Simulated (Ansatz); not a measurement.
Start from `CC(C)(F)S` and change one atom or group to get `CC(O)(F)S`.

Ansatz, PBE0-D4/def2-TZVP geometries, multiplicity 1. Each molecule was computed in one conformer, which needn't be the lowest.

```json
{"property": "HOMO–LUMO gap (PBE/def2-TZVPP) / eV", "`CC(C)(F)S`": "4.92"}
{"property": "HOMO–LUMO gap (ωB97M-V/def2-TZVPP) / eV", "`CC(C)(F)S`": "11.24"}
{"property": "HOMO energy (B3LYP/def2-TZVPP) / eV", "`CC(C)(F)S`": "-6.81"}
{"property": "HOMO–LUMO gap (PBE0/def2-TZVPP) / eV", "`CC(C)(F)S`": "7.17"}
{"property": "HOMO energy (PBE0/def2-TZVPP) / eV", "`CC(C)(F)S`": "-7.05"}
{"property": "size of the dipole moment (ωB97M-V/def2-TZVPP) / D", "`CC(C)(F)S`": "2.62"}
```

Q: What does the change do to each property? (Estimate.)

A: Computed: 
```json
{"property": "HOMO–LUMO gap (PBE/def2-TZVPP) / eV", "`CC(O)(F)S`": "5.16", "shift": "0.24"}
{"property": "HOMO–LUMO gap (ωB97M-V/def2-TZVPP) / eV", "`CC(O)(F)S`": "11.58", "shift": "0.34"}
{"property": "HOMO energy (B3LYP/def2-TZVPP) / eV", "`CC(O)(F)S`": "-7.21", "shift": "-0.40"}
{"property": "HOMO–LUMO gap (PBE0/def2-TZVPP) / eV", "`CC(O)(F)S`": "7.45", "shift": "0.28"}
{"property": "HOMO energy (PBE0/def2-TZVPP) / eV", "`CC(O)(F)S`": "-7.44", "shift": "-0.39"}
{"property": "size of the dipole moment (ωB97M-V/def2-TZVPP) / D", "`CC(O)(F)S`": "0.59", "shift": "-2.03"}
```

With PBE0 the HOMO falls by 0.39 eV and the LUMO falls by 0.12 eV, so the gap widens by about 0.27 eV. PBE moves the HOMO by -0.37 eV and ωB97M-V by -0.40 eV. Dipoles are sizes alone; their direction can turn.

B3LYP here is the variant with VWN-RPA as its local correlation; programs differ in this.
